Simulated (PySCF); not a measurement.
Compound: 2-methyl-1,4-pentadiene, C6H10.
Geometry (GFN2-xTB, Å), atoms numbered from 1 in this order:
```
atom  x, y, z in Å
C1     2.2981   -0.8801    0.4352
C2     1.4733    0.1483    0.3826
C3     0.5213    0.4191   -0.7438
C4    -0.9012    0.4030   -0.2432
C5    -1.6225    1.5065   -0.1382
C6    -1.4197   -0.9466    0.1463
H7     2.3497   -1.6072   -0.3595
H8     2.9618   -1.0398    1.2684
H9     1.4341    0.8636    1.1943
H10    0.6502   -0.3378   -1.5209
H11    0.7443    1.4000   -1.1706
H12   -2.6333    1.4921    0.2333
H13   -1.2362    2.4711   -0.4223
H14   -1.4599   -1.5997   -0.7252
H15   -2.4159   -0.8761    0.5743
H16   -0.7517   -1.4073    0.8732
```

Vertical excitations from PySCF (density fitting, frozen core in the response, grid level 2 and gas phase unless stated; continuum runs use non-equilibrium linear response for the excitations) on a GFN2-xTB geometry. Reference run:

```json
{"settings": "B3LYP/def2-SVPD, full TDDFT, 8 singlets", "S1, eV (f)": "6.08 (0.089)", "S2, eV (f)": "6.49 (0.086)", "S3, eV (f)": "6.69 (0.006)", "S4, eV (f)": "7.06 (0.017)", "S5, eV (f)": "7.22 (0.185)", "S6, eV (f)": "7.48 (0.311)", "T1, eV (Tamm–Dancoff)": "4.44", "mean α (au)": "74.9"}
```

Q: What do these settings give: PBE/aug-pcSseg-1, IEF-PCM acetone, full TDDFT, 1 singlet?

A: 
```
                                                settings    S1, eV (f)  S2, eV (f)  S3, eV (f)  S4, eV (f)  S5, eV (f)  S6, eV (f)  T1, eV (Tamm–Dancoff)  mean α (au)
PBE/aug-pcSseg-1, IEF-PCM acetone, full TDDFT, 1 singlet  5.29 (0.067)           –           –           –           –           –                   4.38        106.2
```

S1 moves by -0.79 eV; functional, basis and environment change together, so the shift can't be laid on one. States are counted by energy in each run and needn't keep their character from row to row.

Q: Give the leading configurations of S1 (H = HOMO, L = LUMO) and the HOMO–LUMO gap of each run.

A: 
| settings | S1 configurations (weight) | S1 (eV) | orbital gap (eV) | S1 − gap (eV) |
| --- | --- | --- | --- | --- |
| B3LYP/def2-SVPD, full TDDFT, 8 singlets | H→L 0.86, H→L+2 0.09 | 6.08 | 6.71 | -0.63 |
| PBE/aug-pcSseg-1, IEF-PCM acetone, full TDDFT, 1 singlet | H→L 0.81, H→L+2 0.15 | 5.29 | 5.00 | +0.29 |

One conformer (not necessarily the lowest) at the GFN2-xTB geometry, without vibrations or thermal averaging.
